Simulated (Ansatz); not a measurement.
Energy needed to pull apart SiN2H4, singlet, into free ground-state atoms, from the structure below (displaced at random from a GFN2-xTB minimum); no zero-point or spin–orbit terms; open-shell atoms are treated unrestricted, in their ground-state multiplicity.

```xyz
7
angstrom
N -1.1074 -0.6809 -1.0482
Si -0.1969 0.4167 -0.2592
N 0.8939 0.0969 0.7964
H -2.0034 -0.6428 -1.7312
H -0.3831 2.1452 -0.0985
H 1.7036 0.5410 1.4493
H 1.2558 -1.2094 0.7876
```

Program: Ansatz 0.2.0. Basis: def2-TZVPP. Cores are frozen in the correlated methods.

| method | atomization energy (kJ/mol) |
| --- | --- |
| SPW92 | 2432 |
| PBE-D4 | 2117 |
| revPBE-D4 | 2055 |
| r2SCAN-D4 | ? |
| PBE0-D4 | ? |
| wB97M-V | 2047 |
| HF | 1149 |
| MP2 | 1975 |
| CCSD | 1893 |
| CCSD(T) | 1946 |

**Question.** What does r2SCAN-D4 give? (Judge from chemistry; the value comes from the calculation.)

**Answer.** Computed: 2029 kJ/mol, which is about 83 kJ/mol more than CCSD(T)/def2-TZVPP.

**Question.** What does PBE0-D4 give? (To be estimated.)

**Answer.** The calculation gives: 2016 kJ/mol, which is about 70 kJ/mol more than CCSD(T)/def2-TZVPP.

In triple zeta the MP2 and coupled-cluster atomization energies are still short of their basis limit by a few kcal/mol a bond, whereas those of the functionals are nearly converged, so these differences are not deviations from converged CCSD(T).

No T1 diagnostic of these runs exceeds 0.018.

For scale, one of the runs: CCSD(T)/def2-TZVPP forces, 160 basis functions (an equivalent command: `ansatz run in.yaml --threads 4`). The run took 63 s on 4 CPU threads (shared host), with 2.2 GiB of host memory at its peak.
